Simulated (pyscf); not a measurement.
Optimised with ωB97X-D3(BJ)/def2-SVP in PySCF.

**Question.** water (H₂O) + HO–Zn–SH -> HO–Zn–OH + H₂S
Surface: singlet. Broken: H–O, S–Zn. Formed: O–Zn, H–S. Give ΔE‡ and ΔE from r²SCAN/def2-TZVP, relative to the separated reactants.

**Answer.** ΔE‡ = 7.5 kcal/mol, ΔE = +13.7 kcal/mol. ωB97M-D3(BJ)/def2-TZVP gives 11.4 kcal/mol and +14.0 kcal/mol. Zero-point energy shifts the barrier by -0.7 kcal/mol. It is a four-centre exchange, with an imaginary mode of 576i cm⁻¹. On the reactant side the descent ends in an adduct with a O–Zn contact (not fully relaxed), 15.4 kcal/mol under the separated species and 25.7 kcal/mol under the saddle at ωB97X-D3(BJ)/def2-TZVP. On the product side the descent ends in an adduct with a S–Zn contact, 10.4 kcal/mol under the separated species and 5.0 kcal/mol under the saddle at ωB97X-D3(BJ)/def2-TZVP. At r²SCAN the saddle lies under the separated products, which points to a path from their complex (located at ωB97X-D3(BJ) alone), and parting the products costs more than the saddle. What is counted as formed (O–Zn) is already present as a longer contact in the reactant adduct; forming that adduct is a step of its own. What is counted as broken (S–Zn) persists as a longer contact in the product adduct; parting that adduct is a step of its own. One saddle was located; it need not be the lowest between these sides. Elements up to Kr have no core potential and no relativistic terms here.
